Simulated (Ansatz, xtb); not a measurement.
# A geometry optimisation of C2H5O2+ with r2SCAN-D4/def2-SVP

The starting geometry of this gas-phase singlet was built from a drawn formula by distance geometry and a force field; its bonds are those of `O=CC[OH2+]`.

```xyz
9

C     0.3502   -0.4671   -0.7176
C     0.7880    0.9708   -0.5170
O     0.9070   -1.3506   -0.0425
O     1.8760    0.8705    0.4404
H    -0.4615   -0.6290   -1.4289
H     1.2281    1.3973   -1.4606
H     0.0333    1.6183   -0.0848
H     2.7607    0.8332    0.0090
H     1.7624    0.0028    0.9478
```

Problem. Predict what it relaxes into with r2SCAN-D4/def2-SVP.

Solution. It rearranges to `O[CH+]CO`. Contacts that open: O4–H9 (1.01 → 1.80 Å). Contacts that close: O3–H9 (1.88 → 1.01 Å).

The energy falls by 0.60 eV over 18 steps:

```
step  E − E(last) (eV)
   1             0.600
   3             0.388
   5             0.296
   7             0.237
   9             0.139
  10             0.050
  12             0.014
  14             0.003
  16             0.000
  18             0.000
```

Final geometry (Å):

```csv
atom,x (Å),y (Å),z (Å)
C,0.3432,-0.3590,-0.6180
C,0.9635,0.9715,-0.5477
O,0.8523,-1.2885,0.0518
O,2.0333,0.8314,0.3212
H,-0.5442,-0.6021,-1.2219
H,1.2255,1.2691,-1.5904
H,0.1734,1.6902,-0.2256
H,2.5507,1.6431,0.4335
H,1.6465,-0.9095,0.5429
```

From the same start GFN2-xTB reaches the same bonding as this run.

No frequencies were run, so the end isn't proven a minimum. Run with Ansatz 0.2.0, 28 s on 2 threads of Arm Neoverse V1, with other jobs on the host.
